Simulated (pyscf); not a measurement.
Single points on ωB97X-D3(BJ)/def2-SVP structures (PySCF, gas phase). Correlated levels are frozen-core, on RHF or UHF. ΔMP2 is the change of the MP2 total energy from the triple- to the quadruple-zeta basis.

**Question.** How much does it cost (ΔH, 298 K, CCSD(T)/def2-TZVPP + ΔMP2(QZVPP)) to split HC≡C–N=CH₂ (SMILES C#CN=C) at its C–N bond into •C≡CH + H₂C=N•?

**Answer.** C–N to •C≡CH + H₂C=N•: 445.8 kJ/mol. The radicals are drawn with the spin at the cut bond; how far it spreads was not checked. HC≡C–N=CH₂ lies 178.7 kJ/mol over its isomer H₂C=CH–C≡N, and others may lie lower still (electronic energy, ωB97M-D3(BJ)). Other isomers of H₂C=N• were not searched in full and may lie lower. The CCSD(T) − MP2 part came from Ansatz, without density fitting, on the same reference. An open-shell T1 diagnostic exceeds 0.045. A UHF reference is spin-contaminated (<S²> up to 1.15), which harms MP2 most. C₂H has a Π state close over its Σ ground state, and the state reached was not checked.
